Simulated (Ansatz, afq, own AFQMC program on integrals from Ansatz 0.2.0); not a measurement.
## Where AFQMC and coupled cluster stand for NH₂O, quartet

```yaml
atoms:
  - { symbol: O, position_ang: [-1.0080, -0.0292, 0.0000] }
  - { symbol: H, position_ang: [-1.2573, 0.8974, 0.0000] }
  - { symbol: H, position_ang: [0.1240, -0.0292, 0.0000] }
  - { symbol: N, position_ang: [1.2330, -0.0292, 0.0000] }
```

Connectivity, by distances: OH ··· N, 1 bridging H.

Basis cc-pVTZ. Noble-gas cores (and the filled d shells of Ga–Kr and In–Xe) are frozen. AFQMC by an in-house program on the Cholesky factors that Ansatz 0.2.0 writes for its CCSD(T) run. The CISD trial takes its coefficients from CCSD amplitudes. Released means that phaseless walkers are propagated on without the constraint, phases kept. ± is one standard error of the sampling.

Determinant: UHF, the one that the program's search chose, which needn't be the lowest solution. The geometry is a point of a scan.

No full CI on the walks' own integrals is used here; CCSDT(Q) serves as the reference and is uncertain by about the last step of the cluster series.

Cautions: lower spins were not checked.

```
T1 diagnostic                               : 0.0181
weight of the determinant in the CISD state : 0.891
⟨S²⟩ of the determinant                     : 3.790
size of the correlated space                : 13 electrons in 86 orbitals
```

```csv
level,correlation energy (eV)
MP2,-10.2549
CCSD,-10.8989
CCSD(T),-11.2611
```

Problem. Estimate where phaseless AFQMC with a CISD trial lies against CCSD(T) on the same integrals.

Solution. 21.5 ± 5.7 meV below CCSD(T).

Reference: CCSDT(Q), correlation energy -11.304 eV. The released energy is read at 0.99 1/Eh, later times being too noisy (meV from the phaseless value at times in 1/Eh: -10 ± 6 at 0.24, -24 ± 6 at 0.51, -11 ± 6 at 0.99, -21 ± 13 at 1.62, -8 ± 12 at 2.40).

```csv
level,E − E(reference) (meV),share of correlation (%)
CCSD(T),42.9,99.62
CCSDT,20.7,99.82
ph-AFQMC/CISD,21.4 ± 5.7,99.81
released AFQMC,10.9 ± 6.2,99.90
```

A walk keeps the symmetry of its determinant, which the program's search chose and which needn't be the lowest solution, so a lower state of the same spin and another symmetry isn't excluded. Released energies are given only where the last usable release times agree within the noise; a slower fall can still hide under it.
